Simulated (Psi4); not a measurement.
# Exact exchange and the vertical energy of the triplet above the singlet of OF2 (oxygen difluoride)

The species is OF2 (3 atoms), meant as a singlet with charge 0. As SMILES, `FOF`. The shape is that of a PBE0-D4/def2-TZVP optimisation.

The vertical energy of the triplet above the singlet y, in eV, basis cc-pVTZ; a is the functional's share of exact exchange. Programs: Psi4 1.11.

| functional | program | a | y (eV) |
| --- | --- | --- | --- |
| revPBE | Psi4 | 0 | 3.27 |
| TPSS | Psi4 | 0 | 3.32 |
| TPSSh | Psi4 | 0.1 | 3.41 |
| B3LYP | Psi4 | 0.2 | ? |
| PBE0 | Psi4 | 0.25 | 3.51 |
| BHLYP | Psi4 | 0.5 | 3.64 |

Question: Fit y = c + s·a to the known rows and predict B3LYP.

Answer: 
1. Means of the 5 rows: a = 0.1700, y = 3.430.
2. Σ(Δa)² = 0.178, Σ(Δa·Δy) = 0.123, so the slope is 0.123/0.178 = 0.69101.
3. Intercept: 3.430 − (0.69101) × 0.1700 = 3.313. The largest residual of the fit is 0.043.
4. B3LYP: 3.313 + (0.69101) × 0.2 = 3.45 eV.

The run gave 3.47 eV, so the prediction is off by -0.02 eV, within the largest residual.
